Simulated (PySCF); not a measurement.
How exact exchange moves a shielding

Molecule: Difluoroacetonitrile (N#CC(F)F, C₂HF₂N).

Atom-mapped SMILES (the numbers label the heavy atoms): `[N:1]#[C:2][CH:3]([F:4])[F:5]`; H(Xn) means a hydrogen on atom n.

GIAO shieldings (ppm, equivalent atoms averaged) in PySCF 2.14.0 with density-fitted response routines on the PBE0-D3(BJ)/def2-SVP geometry, basis pcSseg-2, gas phase, non-relativistic:

```tsv
functional	exact exchange (%)	σ(C3)	σ(F4/F5)
BLYP	0	64.7	283.1
BP86	0	69.4	287.3
PBE	0	69.4	285.6
PBE0	25	78.3	304.8
mPW1PW91	25	77.6	305.5
BHandHLYP	50	82.5	317.6
HF	100	99.4	343.0
```

(1) Fit each shielding as a line in the percentage of exact exchange.

(2) What does the line predict for B3LYP (20 %), and what does the run give?

Results:

(1) σ(C3) = 68.5 + 0.31 x (rms 1.9 ppm); σ(F4/F5) = 287.2 + 0.58 x (rms 2.7 ppm). The functionals also differ in their semilocal parts, which the line can't hold; Hartree–Fock has no correlation at all.

(2) σ(C3): 74.7 predicted, 72.2 computed; σ(F4/F5): 298.8 predicted, 298.9 computed ppm.
